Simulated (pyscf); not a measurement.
Substitution at C: H₃C–CH(Cl)–Cl (SMILES CC(Cl)Cl) + H• (SMILES [H]) -> CH₄ (SMILES C) + Cl–CH•–Cl (SMILES Cl[CH]Cl)

Gas phase, doublet surface, charge 0. Bonds broken: C1–C2. Bonds formed: C1–H9. Optimised with ωB97X-D3(BJ)/def2-SVP in PySCF.

Transition state (Å):

```xyz
9

C      0.0026     0.6787    -0.3195
C     -1.4589    -0.3908    -0.3997
Cl    -0.9346    -2.0671    -0.3443
Cl    -2.5361     0.0269     0.9244
H      0.2946     0.3027     0.6708
H     -0.5835     1.6060    -0.3912
H      0.4610     0.2406    -1.2175
H     -1.9664    -0.2013    -1.3531
H      1.1271     1.4992    -0.2539
```

One imaginary mode, 1568i cm⁻¹; descent along it reached the two sides named.

```tsv
bond	change	reactant side (Å)	saddle	product side
C1–C2	breaks	1.514	1.813	3.5
C1–H9	forms	3.7	1.394	1.099
```

Electronic energies relative to the separated reactants (eV):

| level | barrier | reaction energy | reverse barrier |
|---|---|---|---|
| ωB97X-D3(BJ)/def2-TZVP | 1.54 | -0.78 | 2.32 |
| PBE/def2-TZVP | 1.13 | -0.91 | 2.03 |
| r²SCAN/def2-TZVP | 1.13 | -0.99 | 2.12 |
| B3LYP-D3(BJ)/def2-TZVP | 1.25 | -0.98 | 2.23 |
| PBE0-D3(BJ)/def2-TZVP | 1.33 | -0.80 | 2.13 |
| M06-2X/def2-TZVP | 1.45 | -0.74 | 2.19 |
| ωB97M-D3(BJ)/def2-TZVP | 1.48 | -0.81 | 2.29 |
| HF/def2-TZVP | 2.22 | -0.89 | 3.10 |

With ωB97M-D3(BJ)/def2-TZVP energies and thermal terms (ideal gas, 1 atm, RRHO with modes under 100 cm⁻¹ raised to 100, one conformer, R ln 2 for chiral ones without a mode under 150 cm⁻¹), in eV:

| T (K) | ΔH‡ | ΔG‡ | ΔH | ΔG |
|---|---|---|---|---|
| 298 | 1.48 | 1.77 | -0.72 | -0.88 |
| 600 | 1.46 | 2.09 | -0.76 | -1.03 |
| 900 | 1.44 | 2.40 | -0.82 | -1.15 |
| 1200 | 1.43 | 2.73 | -0.87 | -1.25 |

The same reactants have a lower exit, to H₃C–CH•–Cl + HCl (barrier +0.43 eV at ωB97M-D3(BJ)/def2-TZVP, against +1.48 eV here). This is the saddle that the search found; another between the same sides may lie lower. The angle at the attacked C is 180°.
